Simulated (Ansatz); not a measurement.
Results of PBEsol-D3(BJ) (plane waves, PAW; Ansatz, a program for electronic structure) for hcp Sc.

Run with plane-wave cutoff 520 eV, 18×18×10 k mesh (along the axes of the cell as run), Fermi–Dirac smearing 0.05 eV, scalar-relativistic PAW data made under PBE.

Computed at the level's own relaxed cell.

### Question
Predict the volume per atom, c axis length and bulk modulus.

### Answer

volume per atom: 22.46 Å³/atom
c axis length: 4.990 Å
bulk modulus: 61.4 GPa

The run finds no gap.

Measured, for comparison: lattice parameter c 5.268 Å (293 K, not corrected to a static lattice; as tabulated in Wikipedia's data pages); bulk modulus 55.6 GPa (zero-point energy and finite temperature contributions removed, our sources range from 44.5 to 55.6; as tabulated in doi:10.1021/acs.jctc.3c00612). Computed (rounded) less measured: lattice parameter c -5.3 %, bulk modulus not scored (sources differ).

Note: the bulk modulus comes from volumes at which shape and atoms were relaxed.

The result took roughly 4 core-minutes.
